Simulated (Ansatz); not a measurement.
The input, for Ansatz 0.2.0:

```yaml
crystal:
  periodic: [false, false, false]
  atoms:
    - {symbol: In, position_ang: [0.000000, -0.032330, -0.010343]}
    - {symbol: H, position_ang: [0.000000, 1.269590, -1.375139]}
    - {symbol: H, position_ang: [0.000000, 2.413195, 2.553299]}
basis:
  gaussian: {orbitals: def2-TZVPD}
total_charge: -1
magnetization: {spin_polarized: false}
correlation: {method: ccsdtq, electrons: outside_noble_gas}
```

```sh
$ ansatz run in.yaml --threads 2 --pin off --events-out ev --progress --plain --max-ram 16896MiB --backend cuda --devices 0, --max-vram 18GiB
```

Log:

```
1189 factors; integrals over basis functions are off by at most 1.9e-7 eV
mean field evaluation 1: about -5176.9291 eV, gradient 1.2e1 eV
mean field evaluation 2: about -5176.9293 eV, gradient 1.2e1 eV
mean field evaluation 4: about -5177.9086 eV, gradient 1.3e0 eV
mean field evaluation 8: about -5177.9280 eV, gradient 6.1e-4 eV
mean field evaluation 16: about -5177.9250 eV, gradient 4.4e-1 eV
mean field -5177.92796662 eV, -190.2853430478 hartree, gradient 2.1e-6 eV, S^2 0.000000; 0 other end points of the search recorded, 0 dependent functions left out; unrestricted orbitals would lower it
9 core orbitals not correlated: weight in the atoms' cores, before any rotation towards them, 0.998 or more for the frozen orbitals, at most 0.001 for the correlated occupied ones
reference -5177.92796662 eV, -190.2853430478 hartree; 3, 3 occupied and 62, 62 virtual orbitals, 1189 factors
second order -2.18472892 eV of doubles, -0.00000000 eV of singles
cycle   1  -2.65876576 eV  change   -4.7e-1 eV  update   8.8e-2
cycle   2  -2.95150971 eV  change   -2.9e-1 eV  update   4.7e-2
cycle   3  -3.03072842 eV  change   -7.9e-2 eV  update   3.3e-2
cycle   4  -3.05101638 eV  change   -2.0e-2 eV  update   1.8e-2
cycle   5  -3.06200157 eV  change   -1.1e-2 eV  update   1.1e-2
cycle   6  -3.06735551 eV  change   -5.4e-3 eV  update   6.2e-3
cycle   7  -3.06551234 eV  change    1.8e-3 eV  update   2.7e-3
cycle   8  -3.06530427 eV  change    2.1e-4 eV  update   1.3e-3
cycle   9  -3.06650263 eV  change   -1.2e-3 eV  update   6.7e-4
cycle  10  -3.06649477 eV  change    7.9e-6 eV  update   3.3e-4
cycle  11  -3.06629170 eV  change    2.0e-4 eV  update   1.7e-4
cycle  12  -3.06629596 eV  change   -4.3e-6 eV  update   7.4e-5
cycle  13  -3.06630860 eV  change   -1.3e-5 eV  update   3.9e-5
cycle  14  -3.06632412 eV  change   -1.6e-5 eV  update   2.3e-5
cycle  15  -3.06635556 eV  change   -3.1e-5 eV  update   1.4e-5
cycle  16  -3.06635647 eV  change   -9.1e-7 eV  update   6.9e-6
cycle  17  -3.06635291 eV  change    3.6e-6 eV  update   3.9e-6
cycle  18  -3.06634917 eV  change    3.7e-6 eV  update   2.3e-6
cycle  19  -3.06634733 eV  change    1.8e-6 eV  update   1.2e-6
cycle  20  -3.06634741 eV  change   -8.3e-8 eV  update   6.8e-7
Total energy: -5180.99431403 eV, -190.3980292366 hartree
```

The T1 diagnostic is 0.047.

Ran on 2 threads of AMD EPYC 7R13 with a shared H100 80 GB, shared host: 12 s wall, 0.91 GiB peak host memory.
